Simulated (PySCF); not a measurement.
SF₃ (doublet). Level of theory: UPBE0/[S def2-TZVP, F def2-TZVP], no relativity, density fitting, PySCF.

Harmonic bands of its minimum:

```
ω (cm⁻¹)  IR (km/mol)
     144          6.2
     370         12.7
     476          0.7
     585         11.1
     726          549
     871          115
```

Problem. The central atom is S. Infer the point group and assign the bands.

Solution. Cs. The modes span 4a' + 2a'': 144 a', 370 a', 476 a'', 585 a', 726 a'', 871 a'. The computed geometry has S–F 1.568 Å, S–F 1.657 Å (×2); F–S–F 87.9° (×2), F–S–F 163.5°.

Only a few start shapes were tried, so a lower isomer may exist.
